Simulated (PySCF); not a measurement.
# Partial charges of `[H]/P=P\C=C`

Compound: C2H4P2.
Z-matrix (Å and degrees, GFN2-xTB geometry), rows numbered from 1:
```
C 
C   1  1.3289
P   2  1.8118  1  121.00
P   3  2.0354  2  104.50  1   179.82
H   1  1.0774  2  121.45  3     0.04
H   1  1.0785  2  122.00  3  -179.91
H   2  1.0855  1  120.23  3   179.93
H   4  1.4051  3   98.72  2    -0.01
```

Density: PBE0/pcSseg-1 (PySCF); schemes: Mulliken, IAO, Hirshfeld and ESP-fitted. Isolated species at its GFN2-xTB geometry (one conformer only).

Give the atomic charges in each scheme.

In e:

```json
{"atom": "C1", "environment": "terminal =CH2 carbon", "Mulliken": "-0.116", "IAO": "-0.266", "Hirshfeld": "-0.071", "ESP-fitted": "-0.469"}
{"atom": "C2", "environment": "alkene CH carbon", "Mulliken": "-0.477", "IAO": "-0.334", "Hirshfeld": "-0.103", "ESP-fitted": "+0.136"}
{"atom": "P3", "environment": "phosphorus bonded to C and P", "Mulliken": "+0.211", "IAO": "+0.189", "Hirshfeld": "+0.060", "ESP-fitted": "-0.070"}
{"atom": "P4", "environment": "phosphorus bonded to P and H", "Mulliken": "-0.069", "IAO": "-0.042", "Hirshfeld": "-0.019", "ESP-fitted": "-0.163"}
{"atom": "H5", "environment": "vinylic hydrogen", "Mulliken": "+0.131", "IAO": "+0.158", "Hirshfeld": "+0.051", "ESP-fitted": "+0.202"}
{"atom": "H6", "environment": "vinylic hydrogen", "Mulliken": "+0.134", "IAO": "+0.163", "Hirshfeld": "+0.058", "ESP-fitted": "+0.198"}
{"atom": "H7", "environment": "vinylic hydrogen", "Mulliken": "+0.148", "IAO": "+0.149", "Hirshfeld": "+0.041", "ESP-fitted": "+0.046"}
{"atom": "H8", "environment": "P–H hydrogen", "Mulliken": "+0.036", "IAO": "-0.018", "Hirshfeld": "-0.017", "ESP-fitted": "+0.120"}
```

Mean size of the charges over all atoms: ESP-fitted 0.176 e, Mulliken 0.165 e, IAO 0.165 e, Hirshfeld 0.053 e. Each set sums to the total charge, 0, to within 0.001 e. The Mulliken scheme gives each basis function's population to the atom it is centred on and halves the overlap population of two atoms between them. The IAO scheme projects the occupied orbitals on a minimal set of polarised atomic orbitals and counts the electrons in each atom's part of it.

Lowest charge. The schemes don't all agree: Mulliken C2 (-0.477); IAO C2 (-0.334); Hirshfeld C2 (-0.103); ESP-fitted C1 (-0.469).

Highest charge. The schemes don't all agree: Mulliken P3 (+0.211); IAO P3 (+0.189); Hirshfeld P3 (+0.060); ESP-fitted H5 (+0.202).

How many electrons does the IAO scheme count on P4?

Z − q = 15 − (-0.042) = 15.042.

Sum the charges by element.

| element | atoms | Mulliken | IAO | Hirshfeld | ESP-fitted |
| --- | --- | --- | --- | --- | --- |
| C | 2 | -0.593 | -0.600 | -0.174 | -0.333 |
| P | 2 | +0.142 | +0.148 | +0.041 | -0.233 |
| H | 4 | +0.450 | +0.452 | +0.133 | +0.567 |

The run behind these numbers computed NMR shieldings as well. Hardware: one thread, Arm Neoverse V2 (aarch64), shared host with 192 logical CPUs at a one-minute load of 19. Cost: 6.8 s wall (grids of density and orbitals included), 0.43 GiB resident at most.
